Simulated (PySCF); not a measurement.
**Ionisation energy of N by level of theory**

N [He] 2s2 2p3 [2p1/2^2 2p3/2^1, M_J = 3/2] → N⁺ [He] 2s2 2p2 [2p1/2^2, M_J = 0], as a difference of total energies. Calculation: PySCF 2.14, in x2c-SVPall-2c (3s2p1d, 14 functions); the two-component X2C-1e Hamiltonian. Correlated levels: 1s2 frozen. "Screened" scales the spin-orbit matrix elements by Boettger's factors to mimic the two-electron term; Breit and QED terms are absent.

| method | ionisation energy (eV) |
| --- | --- |
| GHF (spin-free) | 14.098 |
| GMP2 (spin-free) | 14.460 |
| GHF (screened spin-orbit) | 14.091 |
| GMP2 (screened spin-orbit) | 14.454 |

How much does correlation contribute at GMP2 (screened spin-orbit)?

14.454 − (14.091) = 0.363 eV, measured against GHF (screened spin-orbit).

Errors of the correlated levels include the incompleteness of this basis and the frozen core.

The labels give the starting determinants; with spin-orbit coupling the two ends relaxed to ⟨J²⟩ = 3.76, ⟨L²⟩ = 0.00, ⟨S²⟩ = 3.76 and ⟨J²⟩ = 2.00, ⟨L²⟩ = 2.00, ⟨S²⟩ = 2.00.

The determinant of N⁺ mixes levels of different J (the jj label is only the starting occupation), so the difference between spin-free and spin-orbit rows is not the physical spin-orbit shift.

For comparison: 14.534 eV (measured; NIST Atomic Spectra Database, ionization energies).
